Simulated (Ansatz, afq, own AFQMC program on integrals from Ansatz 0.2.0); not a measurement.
Two steps: Ansatz 0.2.0 writes the Fock matrix and Cholesky factors of the valence space, and afq projects on them the lowest state that overlaps trial and start.

```yaml
crystal:
  periodic: [false, false, false]
  atoms:
    - {symbol: B, position_ang: [0.000000, 0.000000, 0.000000]}
    - {symbol: H, position_ang: [0.414685, 0.812495, 0.810653]}
    - {symbol: H, position_ang: [-0.424327, -0.807694, 0.810461]}
    - {symbol: H, position_ang: [-0.412812, 0.808646, -0.815443]}
    - {symbol: H, position_ang: [0.422454, -0.813448, -0.805671]}
basis:
  gaussian: {orbitals: 6-31G}
total_charge: 1
magnetization: {spin_polarized: true, initial_magnetization: 2}
correlation: {method: ccsd_t, electrons: outside_noble_gas, hamiltonian_folder: ham}
```

```sh
$ ansatz run in.yaml --threads 1 --pin off --events-out ev --progress --plain --max-ram 1843MiB
```

afq runs on the folder ham with

```
--method phaseless --trial hf --walkers 400 --populations 1 --least-time 40 --time-step 0.005 --steps-per-block 20 --equilibration-blocks 112 --max-blocks 600 --target-error 0.00087 --factor-cut 1e-05 --start spin_pure --seed 9905 --taylor-order 6
```

Times are imaginary, in 1/Eh. The walk had a cap of 506 s.

```
orbitals 16  electrons 4 2  factors 111 of 254
reference energy -26.41453611 Eh
CCSD correlation -0.06785941 Eh in 11 cycles, weight of the determinant in the CISD state 0.9524
energy of the start -26.414734 Eh
 block  time / (1/Eh)  mean weight  energy / Eh
     1     0.100  1.0000  -26.424962
     2     0.200  1.0001  -26.433814
     3     0.300  0.9999  -26.442318
     4     0.400  1.0004  -26.447772
     5     0.500  1.0006  -26.453759
    10     1.000  1.0000  -26.471761
    61     6.100  1.0004  -26.489672
   121    12.100  0.9998  -26.481448
   181    18.100  0.9994  -26.483860
   241    24.100  0.9998  -26.476627
   301    30.100  1.0002  -26.483305
   361    36.100  1.0008  -26.481202
   421    42.100  0.9990  -26.476625
   481    48.100  0.9990  -26.467105
   505    50.500  1.0010  -26.475236
blocks merged  error / Eh  count
     1  0.000227  400
     2  0.000302  200
     4  0.000383  100
     8  0.000482  50
    16  0.000609  25
    32  0.000781  12
energy -26.479026 +/- 0.000609 Eh
(rows thinned)
```

Q: Estimate how long the walk took on 1 thread of Intel(R) Xeon(R) 6975P-C (Granite Rapids), with other jobs on the host.

A: 76 s of wall time.

The run failed at least one of its tests; the cautions name the faults. The second half of the sampling lies above the first by 3.2 errors of their difference, so the energy may still be moving and its error bar be too small.

Against this walk (error 16.6 meV) on the same determinant: CCSD(T) 119.0 meV lower, CCSDT(Q) 131.2 meV lower, CCSDTQ 131.4 meV lower, full CI 131.4 meV lower. The error is statistical and leaves out the bias of the constraint. Full CI is exact here, so the walk's 131 meV above it is the walk's own error: the bias of the constraint with this trial, or a walk that hasn't relaxed. It lies above even CCSD, by 92 meV.

Cautions: constraint bias not in the error; error not settled; halves of the run differ; lower spins were not checked.

CCSDT and higher add their correlation energy to the determinant of the CCSD(T) run, since their own runs factorise the integrals more tightly (a shift of under 2 meV). A walk keeps the symmetry of its determinant, which the program's search chose and which needn't be the lowest solution, so a lower state of the same spin and another symmetry isn't excluded.
